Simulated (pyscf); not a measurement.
6 gas-phase steps of one pattern: four-centre exchange on the singlet surface, Cl–Ga + H–S or Cl–Ga + H–Se or Cl–In + H–S or F–Ga + H–Se broken and Cl–H + Ga–S or Cl–H + Ga–Se or Cl–H + In–S or F–H + Ga–Se formed. Optimised with ωB97X-D3(BJ)/def2-SVP in PySCF. Electronic energies in kcal/mol, between the relaxed ends of the descent from the saddle (adducts or complexes of the species named), with the reactant end as zero; ΔE‡ and ΔE at ωB97X-D3(BJ)/def2-TZVP. Rows were drawn at random from the steps of this pattern with a verified saddle, stable references and a bound adduct at one end at least.

```json
[
 {"row": "1", "step": "H₂Se (SMILES [SeH2]) + F–GaH₂ (SMILES [F][GaH2]) → H₂Ga–SeH (SMILES [GaH2][SeH]) + HF (SMILES F)", "ΔE": "-0.6", "ΔE‡": "7.9"},
 {"row": "2", "step": "H₂Se (SMILES [SeH2]) + F–Ga(Cl)–Cl (SMILES [F][Ga]([Cl])[Cl]) → Cl–Ga(Cl)–SeH (SMILES [Cl][Ga]([Cl])[SeH]) + HF (SMILES F)", "ΔE": "+3.0", "ΔE‡": "12.2"},
 {"row": "3", "step": "H₂Se (SMILES [SeH2]) + Cl–GaH₂ (SMILES [Cl][GaH2]) → H₂Ga–SeH (SMILES [GaH2][SeH]) + HCl (SMILES Cl)", "ΔE": "+10.7", "ΔE‡": "14.7"},
 {"row": "4", "step": "Cl–InH–Cl (SMILES [Cl][InH][Cl]) + H₂S (SMILES S) -> HCl (SMILES Cl) + HS–InH–Cl (SMILES [SH][InH][Cl])", "ΔE": "+14.3", "ΔE‡": "16.8"},
 {"row": "5", "step": "Cl–In(Cl)–Cl (SMILES [Cl][In]([Cl])[Cl]) + H₂S (SMILES S) → HCl (SMILES Cl) + HS–In(Cl)–Cl (SMILES [SH][In]([Cl])[Cl])", "ΔE": "+14.4", "ΔE‡": "?"},
 {"row": "6", "step": "H₂S (SMILES S) + Cl–GaH₂ (SMILES [Cl][GaH2]) -> HS–GaH₂ (SMILES [SH][GaH2]) + HCl (SMILES Cl)", "ΔE": "+14.7", "ΔE‡": "17.5"}
]
```

**Question.** Fit ΔE‡ = a + b·ΔE to the other rows and predict row 5.

**Answer.** Over the 5 complete rows the means are +8.4 (ΔE) and 13.8 (ΔE‡); least squares gives b = 0.55 and a = 9.2 kcal/mol, with residuals of 0.8 kcal/mol (root mean square; largest 1.3, row 2). For row 5: 9.2 + 0.55 × (+14.4) = 17.1 kcal/mol. The computed barrier is 18.4 kcal/mol, 1.3 over the line. The line follows the complete rows closely. Each barrier is that of the saddle found. Elements up to Kr have no core potential and no relativistic terms here. Elements past Kr carry the def2 core potentials, without spin-orbit coupling.
